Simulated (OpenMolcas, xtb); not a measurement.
# How methods differ on CH8BN (SMILES [BH3-][NH2+]C)

The species is CH8BN (11 atoms), meant as a singlet with charge 0. As SMILES, `[BH3-][NH2+]C`. The coordinates come from a PBE0-D4/def2-TZVP relaxation.

```xyz
11

B    -0.8284    1.0320   -0.2051
N    -0.3495   -0.4975    0.0708
C     1.1078   -0.6611    0.1552
H    -2.0409    0.9910   -0.2454
H    -0.3251    1.3417   -1.2657
H    -0.4029    1.6775    0.7312
H    -0.7835   -0.8152    0.9323
H    -0.7210   -1.0847   -0.6699
H     1.4757   -0.0241    0.9576
H     1.5435   -0.3171   -0.7813
H     1.3898   -1.6994    0.3411
```

Quantity: the vertical energy of the triplet above the singlet, in eV. The values are calculated.

| level | kind | program | value (eV) | less CCSD(T)/cc-pVDZ | CPU time (all runs) |
| --- | --- | --- | --- | --- | --- |
| GFN0-xTB | semi-empirical | xtb | 7.90 | -0.21 | under 2 s |
| HF/cc-pVDZ | Hartree–Fock | OpenMolcas | 8.21 | +0.10 | 22 s |
| SVWN5/cc-pVDZ | LDA | OpenMolcas | 6.98 | -1.13 | 1.9 min |
| BLYP/cc-pVDZ | GGA | OpenMolcas | 7.18 | -0.93 | 2.1 min |
| M06-L/cc-pVDZ | meta-GGA | OpenMolcas | 7.79 | -0.32 | 3.5 min |
| B3LYP/cc-pVDZ | global hybrid | OpenMolcas | 7.55 | -0.56 | 3.9 min |
| M06-2X/cc-pVDZ | hybrid meta-GGA | OpenMolcas | 7.75 | -0.36 | 3.1 min |
| CCSD(T)/cc-pVDZ, open shells restricted | coupled cluster or CI | OpenMolcas | 8.11 | 0.00 | 1.8 min |

CCSD(T)/cc-pVDZ, open shells restricted is the highest level here, not the true value. The values span 6.98 to 8.21 eV. The xTB rows lack spin polarisation, so open shells miss the exchange term that lowers them. A triplet this far above the singlet is often a Rydberg-like or dissociative state; sets without diffuse functions put Rydberg states too high. Times are those of the runs behind each value, whatever else they computed, on shared processors of several kinds: orders of magnitude only.
